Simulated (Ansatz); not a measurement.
`N=C(F)CO` at its PBE0-D4/def2-TZVP geometry, where that method's forces vanish. The species carries charge 0 and has multiplicity 1.

```xyz
9

N     0.1812    1.0792   -1.3825
C    -0.1006    0.9116   -0.1835
F    -0.3347    1.9761    0.5914
C    -0.2432   -0.3542    0.6139
O     0.0938   -1.4949   -0.1239
H     0.3007    0.1700   -1.8256
H     0.3429   -0.2519    1.5355
H    -1.2901   -0.4519    0.9154
H     1.0501   -1.5840   -0.1407
```

(1) What forces (eV/Å) does PBE-D4/def2-TZVPP give on these atoms in Ansatz? (An estimate is asked.)

Results:

(1) Computed: 
```
N1   0.179  0.414 -0.776
C2  -0.059 -0.450  0.304
F3  -0.154  0.693  0.492
C4  -0.012  0.196  0.146
O5  -0.342 -0.495 -0.282
H6   0.055 -0.312 -0.186
H7   0.109  0.022  0.230
H8  -0.232 -0.034  0.086
H9   0.456 -0.034 -0.015
```
